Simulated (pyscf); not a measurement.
**Cycloaddition: Al–Cl [singlet] + H₂C=CH₂ -> cyclic C₂H₄AlCl (SMILES [Cl][Al]1[CH2][CH2]1)**

Gas phase, singlet surface, charge 0. Bonds broken: none. Bonds formed: Al1–C3, Al1–C4. Optimised with ωB97X-D3(BJ)/def2-SVP in PySCF. Correlated levels are frozen-core, on RHF or UHF. ΔMP2 is the change of the MP2 total energy from the triple- to the quadruple-zeta basis.

Transition state (Å):

```xyz
8

Al     0.3456     0.4561     0.4977
Cl    -0.1267     0.7387     2.5373
C     -1.4771    -0.1883    -0.4349
C     -0.3647    -0.0822    -1.3391
H     -1.7939    -1.1826    -0.0989
H     -2.2450     0.5942    -0.4453
H      0.1736    -0.9712    -1.6857
H     -0.2675     0.7671    -2.0242
```

One imaginary mode, 459i cm⁻¹; descent along it reached the two sides named, in the forms told below.

| bond | change | reactant side (Å) | saddle | product side |
|---|---|---|---|---|
| Al1–C3 | forms | 3.2 | 2.146 | 1.894 |
| Al1–C4 | forms | 3.0 | 2.042 | 1.894 |

Electronic energies relative to the separated reactants (kcal/mol):

| level | barrier | reaction energy | reverse barrier |
|---|---|---|---|
| ωB97X-D3(BJ)/def2-TZVP | 28.1 | +3.4 | 24.6 |
| PBE/def2-TZVP | 21.0 | +6.0 | 15.0 |
| r²SCAN/def2-TZVP | 18.7 | +1.0 | 17.7 |
| B3LYP-D3(BJ)/def2-TZVP | 28.8 | +11.1 | 17.7 |
| PBE0-D3(BJ)/def2-TZVP | 21.9 | +3.3 | 18.7 |
| M06-2X/def2-TZVP | 27.4 | +7.2 | 20.2 |
| ωB97M-D3(BJ)/def2-TZVP | 31.8 | +9.9 | 21.9 |
| HF/def2-TZVP | 46.2 | +19.1 | 27.1 |
| MP2/def2-QZVPP | 25.1 | +2.5 | 22.7 |
| CCSD/def2-TZVPP | 32.6 | +10.0 | 22.6 |
| CCSD(T)/def2-TZVPP | 28.6 | +8.6 | 20.0 |
| CCSD(T)/def2-TZVPP + ΔMP2(QZVPP) | 27.9 | +8.0 | 19.9 |

With CCSD(T)/def2-TZVPP + ΔMP2(QZVPP) energies and thermal terms (ideal gas, 1 atm, RRHO with modes under 100 cm⁻¹ raised to 100, one conformer, R ln 2 for chiral ones without a mode under 150 cm⁻¹), in kcal/mol:

| T (K) | ΔH‡ | ΔG‡ | ΔH | ΔG |
|---|---|---|---|---|
| 298 | 27.2 | 37.1 | +7.8 | +17.8 |
| 600 | 27.6 | 47.0 | +8.7 | +27.6 |
| 900 | 28.1 | 56.6 | +9.7 | +36.9 |
| 1200 | 28.5 | 66.1 | +10.7 | +45.8 |

On the reactant side the descent ends in a complex, 4.5 kcal/mol under the separated species and 32.6 kcal/mol under the saddle at ωB97X-D3(BJ)/def2-TZVP. This is the saddle that the search found; another between the same sides may lie lower. A restricted solution here is unstable towards spin polarisation, so biradical character is likely and single-reference numbers are less safe. The CCSD(T) − MP2 part came from Ansatz, without density fitting, on the same reference.
